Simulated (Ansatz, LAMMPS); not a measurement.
## Fluorite CeO2: properties by level of theory

Reference values: lattice constant a 5.391 Å (measured, 0 K, extrapolated to 0 K; as tabulated in Stimac et al. (2024), arXiv:2411.06536); bulk modulus 220 ± 9 GPa (measured, room temperature, no zero-point or thermal correction, our sources range from 220 to 230; as tabulated in High Pressure Brillouin Spectroscopy and X-ray Diffraction of Cerium Dioxide …).

| level (code) | lattice constant a (Å) | bulk modulus B0 (GPa) |
|---|---|---|
| ionic model lewis1985a (rigid ions, LAMMPS) | 5.452 | 221 |
| PBEsol (Ansatz) | 5.398 | 192 |
| rVV10 (Ansatz) | ___ | 175 |
| r²SCAN+SOC (Ansatz) | 5.436 | 192 |
| r²SCAN+rVV10 (Ansatz) | ___ | 197 |

Task: What belongs in the gaps?

Result: 
- rVV10 (Ansatz, a quantum-chemistry and plane-wave program), lattice constant a (Å): 5.498
- r²SCAN+rVV10 (Ansatz), lattice constant a (Å): 5.422

Differences from the reference values (errors of the level alone only where the reference is corrected to a static lattice):

```
level                   lattice constant a (%)  bulk modulus (%)
----------------------  ----------------------  ----------------
ionic model lewis1985a                   +1.13              +0.5
PBEsol                                   +0.13             -12.7
rVV10                                    +1.98               -20
r²SCAN+SOC                               +0.83             -12.7
r²SCAN+rVV10                             +0.58             -10.5
```

Nearest: lattice constant a, not ranked (one source); bulk modulus, not ranked (reference at room or unstated temperature).

Empirical potentials (ionic model lewis1985a) are fitted to chosen data: where that held the value shown, agreement is built in, and what lay outside the fit can be far off.

Ansatz's density-functional and Hartree–Fock values are scalar-relativistic unless marked +SOC, with PAW data made under PBE.

The crystal itself was run without spin with PBEsol, rVV10, r²SCAN+rVV10; a magnetic state was not tried in these runs.

Differences are worked out from the printed values.

The computed numbers hold no vibrational or temperature effects.
